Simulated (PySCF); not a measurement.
## MgF and its ions

UHF-CCSD(T); Mg aug-pcseg-1, F aug-pcseg-1; no relativity (PySCF 2.14). Neutral (UHF): doublet (σ ↑), Re = 1.789 Å, ωe = 697 cm⁻¹, De = 4.51 eV.

MgF⁺ (RHF): singlet (closed shell), Re = 1.726 Å, ωe = 818 cm⁻¹, De = 4.22 eV to Mg⁺ + F. The energies at the minima are -299.28011 hartree for MgF and -298.99637 for MgF⁺.

Task: Work out the adiabatic ionisation energy, without and with harmonic zero-point energies (1 hartree = 27.2114 eV, 1 eV = 8065.5 cm⁻¹), and the change of the bond length.

Result: At CCSD(T): 0.28374 hartree = 7.721 eV between the minima; the zero-point term (818.0 − 697.0)/2 cm⁻¹ = +0.008 eV makes it 7.728 eV. Re changes by -6.3 pm against the neutral. The electron leaves a σ orbital, and the shorter bond of the ion fits an antibonding orbital, or a change in how ionic the bond is.

Correlated steps freeze 2 core orbitals. Correlated levels converge slowly with the basis: in double zeta they bind strong bonds too weakly, by up to about 1 eV, and carry superposition errors of some tenths. For an ion De counts to the pair picked by the measured ionisation energies or electron affinities, which need not be the lowest pair at this level. Where the molecule has an RHF reference, its open-shell atoms are computed with UHF. States were picked by a PBE0 search and need not be the measured ground states.

Neutral and ion stand on different kinds of reference determinant, which adds to the error of the difference.
